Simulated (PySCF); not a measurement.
Species: C2H5O2S (charge -1).
SMILES with atom numbers: `[CH2-:1][S:2]([CH3:3])(=[O:4])=[O:5]` (hydrogens: H6, H7 on C1; H8, H9, H10 on C3)

The same species was optimised twice, with GFN2-xTB and with PBE0-D3(BJ)/def2-SVP (PySCF), and the same property calculations (PySCF, gas phase) were run on both structures.

| coordinate | GFN2-xTB | PBE0-D3(BJ)/def2-SVP | change |
| --- | --- | --- | --- |
| S2–C3 (Å) | 1.899 | 1.823 | -0.076 |
| C1–S2 (Å) | 1.701 | 1.674 | -0.027 |
| S2=O5 (Å) | 1.466 | 1.487 | +0.021 |
| S2=O4 (Å) | 1.466 | 1.486 | +0.020 |
| C3–H9 (Å) | 1.081 | 1.101 | +0.020 |
| C3–H10 (Å) | 1.084 | 1.099 | +0.015 |
| C3–H8 (Å) | 1.083 | 1.098 | +0.015 |
| C1–S2–C3 (°) | 115.3 | 107.9 | -7.4 |
| O4–S2–O5 (°) | 114.7 | 118.0 | +3.3 |
| C1–S2–O5 (°) | 110.9 | 113.5 | +2.6 |
| C1–S2–O4 (°) | 111.0 | 112.6 | +1.6 |
| C3–S2–O5 (°) | 102.3 | 101.4 | -0.9 |
| H8–C3–H10 (°) | 111.3 | 110.5 | -0.8 |
| C3–S2–O4 (°) | 102.3 | 101.5 | -0.8 |
| S2–C3–H9 (°) | 107.0 | 107.5 | +0.5 |

Rotational constants: A = 4885, B = 4134, C = 4120 MHz (GFN2-xTB) against A = 4787, B = 4364, C = 4180 MHz (PBE0-D3(BJ)/def2-SVP). Atoms that the bonding makes alike are paired by their places after alignment. End groups have turned between the structures, so H6, H7 are left out of the comparison.

On the GFN2-xTB structure: HOMO (eV) -0.64 [PBE0/pcSseg-1]; LUMO (eV) 5.62 [PBE0/pcSseg-1]; GIAO shielding of C1 (ppm) 146.4 [PBE0/pcSseg-1]; GIAO shielding of S2 (ppm) 154.2 [PBE0/pcSseg-1]; GIAO shielding of C3 (ppm) 128.8 [PBE0/pcSseg-1]; GIAO shielding of O4/O5 (mean) (ppm) 110.5 [PBE0/pcSseg-1].

**Question.** What do these properties become on the PBE0-D3(BJ)/def2-SVP structure?

**Answer.** 
```csv
property,level,on GFN2-xTB,on PBE0-D3(BJ)/def2-SVP,change
HOMO (eV),PBE0/pcSseg-1,-0.64,-0.33,+0.31
LUMO (eV),PBE0/pcSseg-1,5.62,5.99,+0.37
"energy, GFN2-xTB geometry as zero (kcal/mol)",PBE0/pcSseg-1,0.0,-3.2,-3.2
GIAO shielding of C1 (ppm),PBE0/pcSseg-1,146.4,157.5,+11.1
GIAO shielding of S2 (ppm),PBE0/pcSseg-1,154.2,150.7,-3.5
GIAO shielding of C3 (ppm),PBE0/pcSseg-1,128.8,125.8,-3.0
GIAO shielding of O4/O5 (mean) (ppm),PBE0/pcSseg-1,110.5,101.8,-8.7
```

The heavy atoms differ by 0.082 Å rms after alignment. Among the bonds compared S2–C3 changes most (-0.076 Å). Changes are differences of the printed values. Neither structure is proved a minimum here. Geometry: PBE0-D3(BJ)/def2-SVP; no solvent, vibrations or thermal averaging.
